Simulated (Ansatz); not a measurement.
Rock-salt LiCl: PBE at its full settings (plane-wave cutoff 520 eV, 12×12×12 k mesh, Fermi–Dirac smearing 0.01 eV, scalar-relativistic PAW data made under PBE) and at cheaper ones, in a cell of 2 atoms with Γ-centred meshes.

```csv
level and setting,lattice parameter a (Å),bulk modulus B0 (GPa)
PBE (Ansatz),5.150,31.8
PBE (250 eV cutoff) (Ansatz),5.147,31.9
PBE (300 eV cutoff) (Ansatz),5.150,31.7
PBE (2×2×2 k mesh) (Ansatz),5.409,25.8
PBE (4×4×4 k mesh) (Ansatz),5.156,31.8
PBE (6×6×6 k mesh) (Ansatz),5.151,31.8
PBE (Fermi-Dirac smearing of 0.3 eV) (Ansatz),5.150,31.8
```

Largest shifts from the full settings: lattice constant a +5.03 % (PBE (2×2×2 k mesh)), against a difference of +1.58 % of the full result from the reference 5.07 Å (measured, static lattice: zero-point anharmonic expansion removed, our sources range from 5.056 to 5.072; as tabulated in Mejia-Rodriguez and Trickey (2018), arXiv:1807.09216); bulk modulus -18.9 % (PBE (2×2×2 k mesh)), against a difference of -17.8 % of the full result from the reference 38.7 GPa (measured, 0 K value with the zero-point phonon effect removed, our sources range from 37.3 to 38.7; as tabulated in Mejia-Rodriguez and Trickey (2018), arXiv:1807.09216).

The full settings aren't shown to be converged themselves.

Ansatz's density-functional and Hartree–Fock values are scalar-relativistic unless marked +SOC, with PAW data made under PBE.

Run with cheap settings on purpose, which may leave them unconverged: PBE (250 eV cutoff), PBE (2×2×2 k mesh), PBE (300 eV cutoff), PBE (4×4×4 k mesh), PBE (6×6×6 k mesh), PBE (Fermi-Dirac smearing of 0.3 eV).

Ansatz is a program for electronic structure.
